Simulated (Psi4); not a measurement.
# triplet BNH4S: levels of theory compared

We compute a comparison of 3 runs (U-revPBE/def2-SVPD, UBLYP/def2-SVPD, UPBE/def2-SVPD) of triplet BNH4S. 

The results are computed with Psi4 1.11.

2 further runs of the same task are left out: 2 set aside as unsound or not needed.

## Step 1: Starting point

BNH4S: 7 atoms, total charge 0, spin state triplet. As SMILES of the parent species, `NBS`. The shape is that of a PBE0-D4/def2-TZVP optimisation. This is one conformer, not always the lowest. That shape belongs to the parent species and isn't relaxed for this state.

Bond lengths: N1–B2 1.391 Å, B2–S3 1.816 Å, N1–H4 1.006 Å, N1–H5 1.004 Å, B2–H6 1.194 Å, S3–H7 1.339 Å. Angles: N1–B2–S3 120.0°, N1–B2–H6 119.9°, S3–B2–H6 120.1°, B2–N1–H4 124.2°, B2–N1–H5 121.9°, B2–S3–H7 96.3°, H4–N1–H5 113.8°.

## Step 2: A single-point energy at U-revPBE/def2-SVPD (run 1)

The input, bh4ns.json:

```json
{
 "schema_name": "qcschema_input",
 "schema_version": 1,
 "molecule": {
  "schema_name": "qcschema_molecule",
  "schema_version": 2,
  "symbols": ["N", "B", "S", "H", "H", "H", "H"],
  "geometry": [-1.73703625, 0.74304031, -1.15670136, 0.296687, 0.27268748, 0.44238489, 2.0575338, -2.65997849, 0.16251645, -2.3349456, -0.45410119, -2.5067217, -2.74841768, 2.34552807, -1.04993183, 0.88080135, 1.79939722, 1.99668462, 3.70121759, -2.17507477, 2.02540846],
  "molecular_charge": 0,
  "molecular_multiplicity": 3,
  "fix_symmetry": "c1"
 },
 "driver": "energy",
 "model": {
  "method": "revpbe",
  "basis": "def2-SVPD"
 },
 "keywords": {
  "reference": "uks",
  "puream": true,
  "e_convergence": 1e-09,
  "d_convergence": 1e-08,
  "scf_type": "pk",
  "dft_radial_points": 99,
  "dft_spherical_points": 590,
  "maxiter": 200,
  "scf_properties": ["DIPOLE", "MULLIKEN_CHARGES", "MAYER_INDICES"]
 }
}
```

Launch:

```sh
$ psi4 --qcschema bh4ns.json -n 1 --memory 1600MB
```

stdout:

```text
[...]
  Running in c1 symmetry.
[...]
  Nuclear repulsion =   89.580008385066492
[...]
  Multiplicity = 3
[...]
  Nalpha       = 17
  Nbeta        = 15
[...]
    Number of basis functions: 99
[...]
   @UKS iter   1:  -479.31810490450033    3.03201e-01   9.39151e-03 DIIS/ADIIS
[...]
   @UKS iter  27:  -479.80615170032968   -3.89946e-11   6.30015e-09 DIIS
[...]
   @S^2 Observed:                2.004360472E+00
[...]
    Orbital Energies [Eh]
    ---------------------
    Alpha Occupied:
       1A    -88.111938     2A    -14.049793     3A     -7.737411
       4A     -6.494905     5A     -5.760053     6A     -5.756698
       7A     -5.751482     8A     -0.824641     9A     -0.712299
      10A     -0.497306    11A     -0.489982    12A     -0.396659
      13A     -0.362924    14A     -0.328512    15A     -0.283209
      16A     -0.279035    17A     -0.043316
    Alpha Virtual:
      18A     -0.040244    19A     -0.005499    20A      0.004924
      21A      0.020056    22A      0.037393    23A      0.044879
      24A      0.063275    25A      0.086395    26A      0.091546
[...]
  @UKS Final Energy:  -479.80615170032968
   => Energetics <=
    Nuclear Repulsion Energy =             89.5800083850664919
    One-Electron Energy =                -836.3428430277208463
    Two-Electron Energy =                 304.9605480125584336
    DFT Exchange-Correlation Energy =     -38.0038650702338217
    Empirical Dispersion Energy =           0.0000000000000000
    VV10 Nonlocal Energy =                  0.0000000000000000
    Total Energy =                       -479.8061517003296785
[...]
 Multipole Moments:
 ------------------------------------------------------------------------------------
     Multipole            Electronic (a.u.)      Nuclear  (a.u.)        Total (a.u.)
 ------------------------------------------------------------------------------------
 L = 1.  Multiply by 2.5417464519 to convert [e a0] to [Debye]
 Dipole X            :          0.9207389           -1.4484414           -0.5277025
 Dipole Y            :         -2.4309237            2.2905783           -0.1403455
 Dipole Z            :         -0.6213231            0.1501570           -0.4711661
 Magnitude           :                                                    0.7212242
[...]
  Mulliken Charges: (a.u.)
   Center  Symbol    Alpha    Beta     Spin     Total
       1     N     3.64641  3.24238  0.40403  0.11121
       2     B     3.18082  2.32612  0.85470 -0.50694
       3     S     8.63173  7.78379  0.84794 -0.41552
       4     H     0.47008  0.48642 -0.01634  0.04350
       5     H     0.48276  0.48763 -0.00488  0.02961
       6     H     0.23085  0.32062 -0.08977  0.44853
       7     H     0.35735  0.35304  0.00432  0.28961
   Total alpha = 17.00000, Total beta = 15.00000, Total charge =  0.00000
  Mayer Bond Indices:
[...]
```

The result, in JSON:

```text
{
 "driver": "energy",
 "model": {
  "method": "revpbe",
  "basis": "def2-SVPD"
 },
 "success": true,
 "return_result": -479.8061517003297,
 "properties": {
  "calcinfo_nbasis": 99,
  "calcinfo_nmo": 99,
  "calcinfo_nalpha": 17,
  "calcinfo_nbeta": 15,
  "calcinfo_natom": 7,
  "nuclear_repulsion_energy": 89.58000838506649,
  "return_energy": -479.8061517003297,
  "scf_one_electron_energy": -836.3428430277208,
  "scf_two_electron_energy": 304.96054801255843,
  "scf_xc_energy": -38.00386507023382,
  "scf_dipole_moment": [-0.5277024795898517, -0.1403454750589841, -0.47116614742228236],
  "scf_total_energy": -479.8061517003297,
  "scf_iterations": 27
 }
}
```

Run time: 52 s. Hardware: 1 thread of Intel Xeon Platinum 8488C (Sapphire Rapids), shared host; peak memory 0.76 GiB.

## Step 3: The energy at UBLYP/def2-SVPD (run 2)

The input, input.dat:

```
memory 1600 MB

molecule geom {
  0 3
  N     -0.919200     0.393200    -0.612100
  B      0.157000     0.144300     0.234100
  S      1.088800    -1.407600     0.086000
  H     -1.235600    -0.240300    -1.326500
  H     -1.454400     1.241200    -0.555600
  H      0.466100     0.952200     1.056600
  H      1.958600    -1.151000     1.071800
  units angstrom
  symmetry c1
  no_reorient
  no_com
}

set {
  basis                def2-SVPD
  reference            uks
  puream               true
  e_convergence        1e-09
  d_convergence        1e-08
  scf_type             pk
  dft_radial_points    99
  dft_spherical_points 590
  maxiter              200
}

result, w = energy("blyp", return_wfn=True)
oeprop(w, "WIBERG_LOWDIN_INDICES", "DIPOLE", "MULLIKEN_CHARGES", title="BLYP")
print_variables()
```

Launch:

```sh
$ psi4 input.dat output.dat -n 1
```

output.dat, cut to the lines that bear on the results:

```text
[...]
  Running in c1 symmetry.
[...]
  Nuclear repulsion =   89.580008286477721
[...]
  Multiplicity = 3
[...]
  Nalpha       = 17
  Nbeta        = 15
[...]
    Number of basis functions: 99
[...]
   @UKS iter   1:  -479.31184242283877    3.60396e-01   1.00110e-02 ADIIS/DIIS
[...]
   @UKS iter  40:  -479.86171529482601   -1.98952e-12   5.14431e-10 DIIS
[...]
   @S^2 Observed:                2.003336815E+00
[...]
  @UKS Final Energy:  -479.86171529482601
   => Energetics <=
    Nuclear Repulsion Energy =             89.5800082864777210
    One-Electron Energy =                -836.0830763766658720
    Two-Electron Energy =                 304.6849689541832049
    DFT Exchange-Correlation Energy =     -38.0436161588210098
    Empirical Dispersion Energy =           0.0000000000000000
    VV10 Nonlocal Energy =                  0.0000000000000000
    Total Energy =                       -479.8617152948260127
[...]
 Multipole Moments:
 ------------------------------------------------------------------------------------
     Multipole            Electronic (a.u.)      Nuclear  (a.u.)        Total (a.u.)
 ------------------------------------------------------------------------------------
 L = 1.  Multiply by 2.5417464519 to convert [e a0] to [Debye]
 Dipole X            :        -22.1799466           21.7433778           -0.4365688
 Dipole Y            :         34.5161930          -34.4791870            0.0370061
 Dipole Z            :          2.3082343           -2.8192824           -0.5110481
 Magnitude           :                                                    0.6731508
[...]
  Mulliken Charges: (a.u.)
   Center  Symbol    Alpha    Beta     Spin     Total
       1     N     3.49272  3.13339  0.35933  0.37389
       2     B     3.26191  2.54004  0.72187 -0.80196
       3     S     8.56886  7.66886  0.90001 -0.23772
       4     H     0.49857  0.52208 -0.02350 -0.02065
       5     H     0.53258  0.52159  0.01099 -0.05417
       6     H     0.21399  0.25157 -0.03758  0.53444
       7     H     0.43136  0.36247  0.06889  0.20616
   Total alpha = 17.00000, Total beta = 15.00000, Total charge =  0.00000
  Wiberg Bond Indices using Orthogonal Lowdin Orbitals:
[...]
```

It took 70 s on 1 thread of Intel Xeon Platinum 8488C (Sapphire Rapids), shared host; peak memory 0.76 GiB.

## Step 4: Energy and gradient at UPBE/def2-SVPD (run 3)

The input, job.in:

```
memory 1.6 GB

molecule {
  0 3
  N     -1.73703625     0.74304031    -1.15670136
  B      0.29668700     0.27268748     0.44238489
  S      2.05753380    -2.65997849     0.16251645
  H     -2.33494560    -0.45410119    -2.50672170
  H     -2.74841768     2.34552807    -1.04993183
  H      0.88080135     1.79939722     1.99668462
  H      3.70121759    -2.17507477     2.02540846
  units au
  symmetry c1
  no_reorient
  no_com
}

set globals {
  basis def2-SVPD
  reference uks
  puream true
  e_convergence 1e-09
  d_convergence 1e-08
  scf_type pk
  dft_radial_points 99
  dft_spherical_points 590
  maxiter 200
}

e_tot, wfn = gradient("pbe", return_wfn=True)
oeprop(wfn, "DIPOLE", "WIBERG_LOWDIN_INDICES", "MULLIKEN_CHARGES")
```

Launch:

```sh
$ psi4 -n 1 job.in job.out
```

job.out, cut to the lines that bear on the results:

```text
[...]
  Running in c1 symmetry.
[...]
  Nuclear repulsion =   89.580008385066506
[...]
  Multiplicity = 3
[...]
  Nalpha       = 17
  Nbeta        = 15
[...]
    Number of basis functions: 99
[...]
   @UKS iter   1:  -479.11136522129266    3.29541e-01   9.58300e-03 ADIIS/DIIS
[...]
   @UKS iter  26:  -479.61814511401957   -1.70530e-12   2.35998e-09 DIIS
[...]
   @S^2 Observed:                2.003723153E+00
[...]
  @UKS Final Energy:  -479.61814511401957
   => Energetics <=
    Nuclear Repulsion Energy =             89.5800083850665061
    One-Electron Energy =                -836.2885354627690049
    Two-Electron Energy =                 304.8938852599255824
    DFT Exchange-Correlation Energy =     -37.8035032962427024
    Empirical Dispersion Energy =           0.0000000000000000
    VV10 Nonlocal Energy =                  0.0000000000000000
    Total Energy =                       -479.6181451140195691
[...]
  -Total Gradient:
     Atom            X                  Y                   Z
    ------   -----------------  -----------------  -----------------
       1        0.035719631709     0.002690088186     0.032972525701
       2       -0.044516512926    -0.016933902759    -0.039978303587
       3        0.015005973001     0.024202685777     0.032073720486
       4        0.005701146699     0.009157896941     0.011649899640
       5        0.011154702730    -0.012080897930    -0.003379267310
       6       -0.003760237850    -0.002618379321    -0.004699837164
       7       -0.019307089957    -0.004411356202    -0.028637069701
[...]
 Multipole Moments:
 ------------------------------------------------------------------------------------
     Multipole            Electronic (a.u.)      Nuclear  (a.u.)        Total (a.u.)
 ------------------------------------------------------------------------------------
[...]
  Mulliken Charges: (a.u.)
   Center  Symbol    Alpha    Beta     Spin     Total
       1     N     3.62455  3.22872  0.39583  0.14674
       2     B     3.18499  2.38111  0.80388 -0.56611
       3     S     8.62199  7.74700  0.87499 -0.36899
       4     H     0.47261  0.49092 -0.01831  0.03648
       5     H     0.48859  0.49073 -0.00213  0.02068
       6     H     0.23003  0.30405 -0.07401  0.46592
       7     H     0.37724  0.35748  0.01976  0.26529
   Total alpha = 17.00000, Total beta = 15.00000, Total charge =  0.00000
  Wiberg Bond Indices using Orthogonal Lowdin Orbitals:
[...]
```

It took 56 s on 1 thread of Intel Xeon Platinum 8488C (Sapphire Rapids), shared host; peak memory 0.76 GiB.

## Step 5: Overview of the runs

| run | level | task | energy (Eh) | dipole moment (D) | HOMO energy (eV) | ⟨S²⟩ | wall time |
| --- | --- | --- | --- | --- | --- | --- | --- |
| 1 | U-revPBE/def2-SVPD | energy | -479.806152 | 1.83 | -1.18 | 2.004 | 52 s |
| 2 | UBLYP/def2-SVPD | energy | -479.861715 | 1.71 | -1.28 | 2.003 | 70 s |
| 3 | UPBE/def2-SVPD | gradient | -479.618145 | 1.81 | -1.27 | 2.004 | 56 s |

## Step 6: Results

| quantity | value |
| --- | --- |
| run 3: total energy | -479.61815 Eh |
| run 3: dipole moment | 1.81 D |
| run 3: HOMO energy (highest over α and β) | -1.27 eV |
| run 3: ⟨S²⟩ | 2.004 |
| run 3: largest force on an atom | 3.198 eV/Å |

**Reading.** The dipole moment (its size) runs from 1.71 D (UBLYP/def2-SVPD) to 1.83 D (U-revPBE/def2-SVPD). Totals of different functionals can't be ranked against each other. All runs together took 3 min, the longest 70 s.
